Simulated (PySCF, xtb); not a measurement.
**Two isomers of CHBN**

Structure I: `B1[C]=N1`, a doublet. Structure II: `[B]1C=N1`, a doublet. Both are isolated molecules in the gas phase, relaxed with B3LYP-D3(BJ)/def2-SVP.

Quicker runs give these differences E(II) − E(I): GFN2-xTB +0.433 eV; HF/STO-3G +0.353 eV (at GFN2-xTB geometries).

Problem. Estimate E(II) − E(I) at the level B3LYP-D3(BJ)/def2-SVP.

Solution. Calculated at B3LYP-D3(BJ)/def2-SVP: E(II) − E(I) = +0.570 eV, so structure I lies lower.

How the difference moves with the method:

```tsv
level	geometry	E(II) − E(I) (eV)	departure from the last row (eV)	job, with rough time for the two
GFN2-xTB	GFN2-xTB	+0.433	−0.137	optimisation, 0.054 s
HF/STO-3G	GFN2-xTB	+0.353	−0.217	single point, 1.2 s
r2SCAN-D4/def2-SVP	GFN2-xTB	+0.467	−0.103	single point, 35 s
B3LYP-D3(BJ)/def2-SVP	B3LYP-D3(BJ)/def2-SVP	+0.570		optimisation, 55 s
```

As drawn, II has 1 C–H in place of 1 B–H.

None of the levels shown reverses the order. The largest departure from B3LYP-D3(BJ)/def2-SVP is that of HF/STO-3G, 0.217 eV. No coupled-cluster energies are at hand for both structures. No reliable frequencies are at hand for II, so it isn't confirmed as a minimum.

Open shells are spin-unrestricted. Run with PySCF 2.14.0, xtb 6.7.1; the last row on 2 threads of Arm Neoverse V2 on a shared host.
